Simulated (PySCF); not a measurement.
Results of a calculation; reference values are marked as such.
# C3H7O

C3H7O is a small molecule (built as: C site whose three back bonds go to CH3, OH, H; end group CH2), neutral, doublet. The structure, one conformer, was relaxed in the gas phase by PBE0-D3(BJ)/def2-SVP. No frequency run checks that it is a minimum.

SMILES: [CH2]C(C)O

```tsv
atom	x (Å)	y (Å)	z (Å)
C1	-0.188	0.277	-0.367
C2	1.229	-0.079	0.068
O3	-0.582	1.541	0.125
C4	-1.180	-0.777	-0.020
H5	-0.180	0.407	-1.469
H6	1.572	-1.011	-0.407
H7	1.275	-0.221	1.161
H8	1.921	0.730	-0.205
H9	-0.697	1.449	1.078
H10	-2.243	-0.521	-0.022
H11	-0.892	-1.828	0.058
```

EPR values by unrestricted B3LYP, IGLO-III on C O, pcH-1 on H.

(1) Predict g and the largest hyperfine couplings. Where does the spin sit?

(2) How do the isotropic couplings move with BHandHLYP?

Answers

(1) g = 2.0022, 2.0026, 2.0027. The spin sits on C4 (109 %, bonded to 1 C + 2 H) by Mulliken populations.
```tsv
atom	isotope	isotropic (MHz)	dipolar, principal values (MHz)
C4	13C	91.9	-77.4, -76.8, 154.2
H5	1H	124.0	-6.5, -1.7, 8.2
H11	1H	-62.6	-37.5, -0.2, 37.8
H10	1H	-57.9	-37.2, -0.5, 37.7
C1	13C	-31.9	-2.3, -0.8, 3.1
C2	13C	26.4	-2.2, -1.7, 3.9
```

(2) C4 91.9 to 118.2 MHz, H5 124.0 to 121.7 MHz, H11 -62.6 to -74.5 MHz, H10 -57.9 to -69.7 MHz.
